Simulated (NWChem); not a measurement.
System: trifluoromethane (CHF3); SMILES C(F)(F)F

```xyz
5

F      0.8921     0.8921    -0.1303
C      0.0000     0.0000     0.3350
F      0.3265    -1.2186    -0.1303
F     -1.2186     0.3265    -0.1303
H      0.0000     0.0000     1.4490
```
Atoms are numbered in this order, from 1.

Structure relaxed at the PBE-D3(BJ)/def2-SVP level.

Q: List the 4 lowest vertical singlet excitations from PBE0/def2-SVP, TDA (NWChem).

A: 
```json
[
 {"state": "S1", "energy (eV)": "12.22", "oscillator strength": "0.222", "leading excitation (squared amplitude)": "HOMO → LUMO (0.98)"},
 {"state": "S2", "energy (eV)": "12.49", "oscillator strength": "0.000", "leading excitation (squared amplitude)": "HOMO−1 → LUMO (1.00)"},
 {"state": "S3", "energy (eV)": "13.06", "oscillator strength": "0.001", "leading excitation (squared amplitude)": "HOMO−2 → LUMO (0.91)"},
 {"state": "S4", "energy (eV)": "13.06", "oscillator strength": "0.001", "leading excitation (squared amplitude)": "HOMO−3 → LUMO (0.91)"}
]
```
